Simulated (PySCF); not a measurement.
**Shieldings and the share of exact exchange**

Molecule: Acetyl Chloride (SMILES CC(=O)Cl).

Geometry:
| atom | x (Å) | y (Å) | z (Å) |
| --- | --- | --- | --- |
| C1 | -0.367 | -0.441 | -0.163 |
| C2 | 1.075 | -0.088 | -0.338 |
| O3 | 1.539 | 0.979 | -0.539 |
| Cl4 | 2.130 | -1.537 | -0.204 |
| H5 | -0.979 | 0.465 | -0.252 |
| H6 | -0.512 | -0.910 | 0.821 |
| H7 | -0.659 | -1.180 | -0.923 |

GIAO shieldings (ppm, equivalent atoms averaged) in PySCF 2.14.0 with density-fitted response routines on the PBE0-D3(BJ)/def2-SVP geometry, basis pcSseg-2, gas phase, non-relativistic:

```tsv
functional	exact exchange (%)	σ(C1)	σ(Cl4)
BLYP	0	140.0	413.3
BP86	0	143.9	426.1
PBE	0	144.4	429.5
B3LYP	20	144.3	444.7
mPW1PW91	25	148.6	465.7
HF	100	158.8	570.2
```

Task: Fit each shielding as a line in the percentage of exact exchange.

Result: σ(C1) = 142.8 + 0.16 x (rms 1.7 ppm); σ(Cl4) = 422.5 + 1.48 x (rms 6.3 ppm). The functionals also differ in their semilocal parts, which the line can't hold; Hartree–Fock has no correlation at all.

Task: What does the line predict for PBE0 (25 %), and what does the run give?

Result: σ(C1): 146.8 predicted, 149.3 computed; σ(Cl4): 459.5 predicted, 468.9 computed ppm.
